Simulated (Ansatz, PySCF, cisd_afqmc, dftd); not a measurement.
Species: HOCl, charge 0, singlet. HOCl (SMILES OCl).
B3LYP-D3(BJ)/def2-TZVP minimum from Ansatz (a quantum-chemistry and plane-wave program):
```
O
H 1 0.9686
Cl 1 1.7015 2 103.27
```

Quantity: enthalpy of formation at 298 K (by atomisation, with ideal-gas terms from PySCF's Hessian at B3LYP-D3(BJ)/def2-TZVP and the atoms' measured values of the G2/97 table; no spin-orbit terms), in kJ/mol. Radicals and triplets start from unrestricted determinants; spin-orbit coupling is neglected. Correlated methods leave the cores frozen. Rows without X2C or -DK are non-relativistic. AFQMC is phaseless with a CISD trial state; ± is one standard error, without the phaseless bias. Outlying blocks are dropped, and bars are widened where a walk drifts. Over all cases where full CI ran beside it in this data, AFQMC minus full CI had a median of +0.1 mEh and passed +0.4 mEh in a tenth of the cases. CBS(X,Y): correlation extrapolated as X^-3, Hartree-Fock from the larger set (Q,5: extrapolated as (X+1)exp(-9√X)). A bracket is a step between two methods taken in the basis named. Functionals run without relativity, which enters their misses. '+ core + X2C': CCSD(T) terms for core correlation (cc-pwCVTZ, 1s frozen past Ne) and scalar relativity (cc-pVTZ-DK). Where a partner has so few electrons that a lower coupled-cluster level is exact, that level stands in.

Measured: -18.4 kcal/mol, -76.8 kJ/mol (Active Thermochemical Tables 1.112 (ions: stationary electron), as tabulated in the package chemicals); atomic spin-orbit terms, which the calculations lack, would raise the computed values.

```tsv
level	program	enthalpy of formation at 298 K (kJ/mol)	error against that value
PBE-D3(BJ)/def2-TZVPD	Ansatz + dftd3	-118.7	-41.9
B3LYP-D3(BJ)/def2-TZVPD	Ansatz + dftd3	-68.0	8.8
CAM-B3LYP-D3(BJ)/def2-TZVPD	Ansatz + dftd3	-67.2	9.6
CCSD(T)/cc-pV(D+d)Z	Ansatz	28.4	105.2
CCSDT(Q)/cc-pV(T+d)Z	Ansatz	-44.5	32.3
CCSDTQ/cc-pV(D+d)Z	Ansatz	26.3	103.1
AFQMC/CISD/cc-pV(T+d)Z	cisd_afqmc	-45.4 ± 0.6	31.4
CCSD(T)/CBS(cc-pV(Q+d)Z,cc-pV(5+d)Z) + [CCSDT(Q) - CCSD(T)]/cc-pV(D+d)Z + core + X2C	Ansatz	-83.6	-6.8
CCSD(T)/CBS(cc-pV(Q+d)Z,cc-pV(5+d)Z) + [CCSDT(Q) - CCSD(T)]/cc-pV(T+d)Z + [CCSDTQ - CCSDT(Q)]/cc-pV(D+d)Z + core + X2C	Ansatz	-82.0	-5.2
```
